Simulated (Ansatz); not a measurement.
## Worked example: correlation energy of H$_{3}$Ge–BH$_{2}$, singlet

Geometry: displaced at random from a stationary point.

```csv
atom,x (Å),y (Å),z (Å)
Ge,0.0234,0.0042,0.2933
B,-0.1414,0.0193,-1.7526
H,-0.0648,1.3756,0.9435
H,1.2545,-0.8376,0.8333
H,-1.3210,-0.8568,0.7304
H,0.0488,0.9431,-2.4631
H,-0.0893,-1.1370,-2.3849
```

Basis cc-pVDZ; Ansatz 0.2.0. Correlated methods freeze the noble-gas cores and the filled d shells of p-block atoms, which leaves 12 electrons in 51 orbitals. Prefix R: restricted or restricted open-shell reference. No spin–orbit coupling is included, and no scalar relativity.

Full CI isn't at hand for all of this; RCCSDT(Q) serves as the reference, and is uncertain by about the last step of the cluster series.

Runs differ by some tens of microhartree through their thresholds, so steps under 0.03 kcal/mol mean nothing.

| level | total energy (hartree) |
| --- | --- |
| RHF | -2102.868398 |
| RMP2 | -2103.055264 |
| RCCSD | -2103.100806 |
| RCCSD(T) | -2103.105992 |
| RCCSDT | -2103.107039 |
| RCCSDT(Q) | -2103.107232 |

Task: What is the correlation energy at RCCSDT(Q), and what share of it do RMP2 and RCCSD recover?

Result: E(corr) = -2103.107232 − (-2102.868398) = -0.238834 hartree = -6.499 eV. RMP2: -0.186866 / -0.238834 = 78.24 %. RCCSD: -0.232408 / -0.238834 = 97.31 %.

Task: By how many kcal/mol does RCCSD(T) miss RCCSDT(Q) (1 hartree = 627.509 kcal/mol), and which steps make up the rest?

Result: -2103.105992 − (-2103.107232) = 0.001240 hartree = 0.78 kcal/mol. Steps: RCCSDT − RCCSD(T) = -0.66, RCCSDT(Q) − RCCSDT = -0.12 kcal/mol. That is within 1 kcal/mol of the reference in this basis, which itself misses far more of the correlation at the basis-set limit.
